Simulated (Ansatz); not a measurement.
# CH2BN− (SMILES [BH2-]C#N): the vertical detachment energy, rung by rung

CH2BN− has 5 atoms, charge -1, and is taken as a doublet. As SMILES, `[BH2-]C#N`. Geometry: relaxed at GFN2-xTB.

```xyz
5

B    -0.4793    0.2013   -0.2464
C     0.7401   -0.3109    0.3812
N     1.7294   -0.7275    0.8900
H    -0.8894   -0.2717   -1.2810
H    -1.1008    1.1089    0.2562
```

Quantity: the vertical detachment energy (to the singlet neutral), in eV. The values are calculated.

```
           level                    kind  program  value (eV)  less FCI/STO-3G
 U-revPBE/STO-3G                     GGA   Ansatz       -2.21            +1.39
     UPBE/STO-3G                     GGA   Ansatz       -2.18            +1.42
U-r2SCAN0/STO-3G         hybrid meta-GGA   Ansatz       -2.08            +1.52
   UB3LYP/STO-3G           global hybrid   Ansatz       -2.22            +1.38
  U-wB97X/STO-3G  range-separated hybrid   Ansatz       -2.38            +1.22
  UB2PLYP/STO-3G           double hybrid   Ansatz       -2.86            +0.74
 UCCSD(T)/STO-3G   coupled cluster or CI   Ansatz       -3.58            +0.02
   UCCSDT/STO-3G   coupled cluster or CI   Ansatz       -3.58            +0.02
      FCI/STO-3G      exact in the basis   Ansatz       -3.60             0.00
```

FCI/STO-3G is exact within its basis and frozen core, so for wave-function methods in that basis the difference is their error; functionals converge differently with the basis, so for them it is only a difference. Sets without diffuse functions describe the anion poorly. The values span -3.60 to -2.08 eV. Spin contamination of the reference (⟨S²⟩ at least 0.1 too high) touches UCCSD(T)/STO-3G, UCCSDT/STO-3G. All rows use very small basis sets, so none should be taken for the real molecule's value.
